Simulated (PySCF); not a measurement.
C3H6NO (doublet state).
Z-matrix (Å and degrees, GFN2-xTB geometry), rows numbered from 1:
```
C 
C   1  1.4662
N   2  1.4537  1  112.20
C   3  1.3432  2  121.72  1  -128.06
O   4  1.2060  3  124.99  2    -2.02
H   1  1.0706  2  120.55  3  -151.86
H   1  1.0722  2  120.14  3    33.08
H   2  1.0986  1  110.79  3   123.55
H   2  1.1058  1  112.40  3  -117.07
H   3  1.0075  2  117.53  1    47.60
H   4  1.1060  3  112.18  2   178.48
```

The hyperfine couplings belong to this conformer and change with its torsions.

Identity: `[CH2]CNC=O` [radical].

Method: PySCF, UKS B3LYP, pcH-1 on C H N O, non-relativistic, mean-field spin-orbit, GIAO. One conformer (not necessarily the lowest) at the GFN2-xTB geometry, without solvent, vibrations or thermal averaging. The geometry wasn't refined by DFT: couplings that depend on bond lengths, twists or pyramidal angles can differ widely from those at the functional's own minimum. No stability test was run, so a lower SCF solution isn't excluded.

(1) Break the g tensor into its mass correction, gauge correction and orbital-Zeeman/spin–orbit terms.

(2) What are the electron Larmor frequencies g μB B/h along the three axes at 350 mT?

(3) At 9.518 GHz, how far is the centre of the isotropic spectrum from where a free electron (g = 2.002319) resonates?

(4) In a frozen sample, at which fields do the three g values resonate at 9.5, 34, 94 and 263 GHz (hyperfine left aside), and which band first spreads them over more than twice a line width of 1.0 mT?

Results:

(1) 
```
                    Δg (ppm)     1     2     3
relativistic mass correction  -139  -139  -139
            gauge correction    12    33    23
   orbital Zeeman/spin–orbit    -9   492   676
                       total  -136   386   560
```

So g = 2.00218, 2.00271, 2.00288 and g_iso = 2.00259; the tensor is rhombic: the two nearest values differ by 25 % of g3 − g1. Axes: g3 points within 10° of the C1–H6 bond.

(2) 9.8081, 9.8106, 9.8115 GHz for g1, g2 and g3, a range of 3.4 MHz.

(3) B = hν/(g μB) with μB/h = 13.99624 MHz/mT gives 339.63 mT for the free electron and 339.58 mT at g_iso, 0.05 mT lower.

(4) 
| band | GHz | B(g3) mT | B(g2) mT | B(g1) mT | spread mT |
| --- | --- | --- | --- | --- | --- |
| X | 9.5 | 338.89 | 338.92 | 339.01 | 0.12 |
| Q | 34.0 | 1212.87 | 1212.97 | 1213.29 | 0.42 |
| W | 94.0 | 3353.22 | 3353.51 | 3354.38 | 1.17 |
| J | 263.0 | 9381.87 | 9382.69 | 9385.13 | 3.26 |

The spread grows in proportion to the frequency. J band is the first where it exceeds 2.0 mT.

Largest spin populations (Mulliken): C1 (+1.07) and C2 (-0.08). C1 is the only atom above +0.15. The positive populations add up to 1.18 and the negative ones to -0.18, together 2S = 1. The angles at C1 add up to 359.8°, so it is planar; its axial dipolar tensor and the negative couplings of its protons fit spin in a p orbital normal to that plane.

The HOMO–LUMO gaps are 6.52 eV among the α and 5.17 eV among the β orbitals.

Hardware: Arm Neoverse V1, one thread, shared host with 32 logical CPUs at a one-minute load of 17. Cost: 23 s (grids of density and orbitals included), 0.64 GiB resident at most.
